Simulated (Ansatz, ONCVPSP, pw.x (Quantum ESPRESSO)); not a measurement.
## pw.x on bcc Tl: one setting changed

Potential: optimised norm-conserving Vanderbilt (ONCV), ONCVPSP 4.0.1.1 (patched build), PBEsol; core [Xe] 4f14, reference 5d10 6s2 6p1; waves: 6s: rc 2.10 bohr, ncon 3, nbas 6, qcut 3.2 1/bohr, 2 projectors, debl 2.1 Ha; 6p: rc 2.95 bohr, ncon 4, nbas 7, qcut 2.3 1/bohr, 3 projectors, debl 0.4 Ha; 5d: rc 1.50 bohr, ncon 4, nbas 9, qcut 10.6 1/bohr, 2 projectors, debl 1.5 Ha; f scattering state at 0.09 Ha: rc 3.15 bohr, ncon 4, nbas 8, qcut 4 1/bohr, 1 projector; local part: polynomial inside 1.40 bohr (lpopt 4, dvloc0 4 Ha); core correction: none.

The reference run (k-mesh 12³, cutoffs 65/260 Ry, Fermi–Dirac 0.01 Ry, mixing_beta 0.4, conv_thr 1e-9, no spin) gives -0.25 GPa at 28.851 Å³/atom, where all-electron LAPW gives -0.24 GPa. This run, with its own iteration cap, changes nbnd to 10.

```
&control
  calculation='scf', prefix='x', pseudo_dir='./', outdir='./tmp', tstress=.true., disk_io='none'
/
&system
  ibrav=0, nat=1, ntyp=1, ecutwfc=65, ecutrho=260, nbnd=10,
  occupations='smearing', smearing='fd', degauss=0.01
/
&electrons
  conv_thr=1e-09, mixing_beta=0.4, electron_maxstep=60
/
ATOMIC_SPECIES
Tl 1.0 Tl.UPF
CELL_PARAMETERS angstrom
  -1.93211791 1.93211791 1.93211791
  1.93211791 -1.93211791 1.93211791
  1.93211791 1.93211791 -1.93211791
ATOMIC_POSITIONS crystal
Tl 0.0000 0.0000 0.0000
K_POINTS automatic
12 12 12 0 0 0
```

```bash
pw.x < Tl.scf.in > Tl.scf.out
```

Question: How does the run end?

Answer: It converges in 8 iterations; the free energy moves by +0.0 meV/atom and the pressure by +0.00 GPa. The result is that of the reference run.

```
Message from routine setup:
     using ibrav=0 with symmetry is DISCOURAGED, use correct ibrav instead
     lattice parameter (alat)  =       6.3240  a.u.
     unit-cell volume          =     194.6962 (a.u.)^3
     number of electrons       =        13.00
     number of Kohn-Sham states=           10
     kinetic-energy cutoff     =      65.0000  Ry
     charge density cutoff     =     260.0000  Ry
     scf convergence threshold =      1.0E-09
     Exchange-correlation= PBESOL
     number of k points=    72  Fermi-Dirac smearing, width (Ry)=  0.0100
     iteration #  1     ecut=    65.00 Ry     beta= 0.40
     total energy              =    -100.41733075 Ry
     estimated scf accuracy    <       0.00625118 Ry
     iteration #  2     ecut=    65.00 Ry     beta= 0.40
     total energy              =    -100.41777793 Ry
     estimated scf accuracy    <       0.00060038 Ry
     iteration #  3     ecut=    65.00 Ry     beta= 0.40
     c_bands:  1 eigenvalues not converged
     total energy              =    -100.41788393 Ry
     estimated scf accuracy    <       0.00006499 Ry
     iteration #  4     ecut=    65.00 Ry     beta= 0.40
     total energy              =    -100.41788744 Ry
     estimated scf accuracy    <       0.00000434 Ry
     iteration #  5     ecut=    65.00 Ry     beta= 0.40
     total energy              =    -100.41788850 Ry
     estimated scf accuracy    <       0.00000017 Ry
     iteration #  6     ecut=    65.00 Ry     beta= 0.40
     total energy              =    -100.41788850 Ry
     estimated scf accuracy    <       0.00000044 Ry
     iteration #  7     ecut=    65.00 Ry     beta= 0.40
     total energy              =    -100.41788855 Ry
     estimated scf accuracy    <          4.4E-09 Ry
     iteration #  8     ecut=    65.00 Ry     beta= 0.40
     the Fermi energy is    10.3999 ev
!    total energy              =    -100.41788856 Ry
     estimated scf accuracy    <          1.3E-10 Ry
     smearing contrib. (-TS)   =      -0.00231321 Ry
     The total energy is F=E-TS. E is the sum of the following terms:
     one-electron contribution =     -23.90235276 Ry
     hartree contribution      =      20.89851605 Ry
     xc contribution           =     -13.18807453 Ry
     ewald contribution        =     -84.22366411 Ry
     convergence has been achieved in   8 iterations
          total   stress  (Ry/bohr**3)                   (kbar)     P=       -2.50
     Message from routine punch:
     Nothing written, as per user request (disk_io='none')
```

The run took about 17 s on one core of a shared host (Neoverse-V2, 32 threads, 247 GiB, load 10).
